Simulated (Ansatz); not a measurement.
2H MoS₂ was calculated with PBE (plane waves, PAW; Ansatz, a quantum-chemistry and plane-wave program).

Run with plane-wave cutoff 520 eV, 12×12×4 k mesh (along the axes of the cell as run), perturbation theory, no spin polarisation, scalar-relativistic PAW data made under PBE.

The cell has the measured lattice parameters. Conventional cell: a = 3.1600 Å, b = 3.1600 Å, c = 12.2940 Å, α = 90.00°, β = 90.00°, γ = 120.00°.

Harmonic phonon frequencies (cm⁻¹; i marks an imaginary mode; at Γ without the LO shift):

| q point | frequencies |
|---|---|
| Γ | 0 0 0 31 31 58 280 280 282 282 378 378 378 378 401 407 462 466 |
| M | 154 158 169 178 231 234 301 304 328 336 354 354 360 362 383 384 405 405 |
| K | 183 183 186 186 232 235 321 321 333 335 335 337 368 368 375 377 391 391 |
| A | 22 22 22 22 41 41 281 281 281 281 378 378 378 378 404 404 465 465 |

No imaginary mode appears at these points.

Note: the cell isn't this level's own, so it is under some stress, which shifts stiffness and frequencies.
